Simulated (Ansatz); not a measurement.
# C3H5, SMILES [CH]=CC: a ladder of methods at one geometry

Program: Ansatz's Python interface.

`c3h5.xyz`
```text
8

C    -1.05790    0.47520   -0.94160
C     0.07130    0.45090   -0.41270
C     0.43590   -0.50000    0.65120
H    -2.00080    0.58440   -1.40010
H     0.84450    1.13230   -0.77780
H     0.79920    0.06490    1.54950
H     1.32280   -1.12840    0.32670
H    -0.32280   -1.13650    0.94900
```

`run_methods.py`:
```python
"""One geometry of C3H5, method by method."""

from pathlib import Path
import argparse

import ansatz as az
import numpy as np

parser = argparse.ArgumentParser(description="One geometry of C3H5, method by method.")
parser.add_argument("--basis-set", default="def2-SVP", help="Gaussian basis set")
args = parser.parse_args()

mol = az.Crystal.molecule_from_extxyz("c3h5.xyz")

setup = mol.calculation()
setup = setup.basis(gaussian=args.basis_set)
setup = setup.spin("collinear", total=1)

print("functional    E (Ha)        dipole (D)   HOMO (eV)  LUMO (eV)")
for name in ["r2scan", "b3lyp", "hse06", "revpbe", "lc_wpbe"]:
    rep = setup.functional(name).forces().orbitals().run(runs_dir="runs").report
    lines = Path(rep["orbitals_path"]).read_text().splitlines()
    field_of = lambda key: [line.split("=")[1].strip() for line in lines if line.startswith(key)]
    orbitals = [(27.211386 * float(e), s, float(n)) for e, s, n in zip(field_of("Ene="), field_of("Spin="), field_of("Occup="))]
    homo = max(e for e, _, n in orbitals if n > 0.5)
    lumo = min(e for e, _, n in orbitals if n < 0.5)
    dipole = 4.803205 * np.linalg.norm(rep["charge_distribution"]["dipole_moment_e_ang"])
    print(f"{name:10s} {rep['free_energy_ev'] / 27.211386246:14.6f} {dipole:9.3f} {homo:11.3f} {lumo:10.3f}")
```

Output of `python run_methods.py`:
```text
functional    E (Ha)        dipole (D)   HOMO (eV)  LUMO (eV)
r2scan        -117.038221     0.181      -4.610     -1.303
b3lyp         -117.118040     0.119      -5.217     -1.178
hse06         -116.960021     0.142      -5.161     -1.146
revpbe        -117.080658     0.162      -4.113     -1.874
lc_wpbe       -117.036007     0.132      -8.407      1.871
```

Notes:
- Total energies depend on the basis set; only differences at equal settings carry meaning.
- The geometry is a force-field or estimated start, not a minimum of this method, and the basis set is short of its limit. A lower total doesn't mark the better method: functionals have no common bound, and MP2 and coupled cluster aren't variational.
- The run takes the species as open-shell (spin multiplicity 2), which needn't be its ground state.
- b3lyp holds the VWN-RPA fit, as in Gaussian; the form of ORCA and Turbomole is b3lyp5.
- Levels such as HOMO and LUMO are orbital energies: with these approximate functionals they aren't the ionisation energy and electron affinity, and their gap isn't the fundamental gap.
- hse06 follows the composition of plane-wave codes, whose totals differ by tens of mHa, up to about 0.1 Ha, from the form usual in Gaussian-basis programs (wpbeh).
- The whole script took 13 s on 1 thread of Arm Neoverse V2 (shared host), peak memory 0.24 GiB.
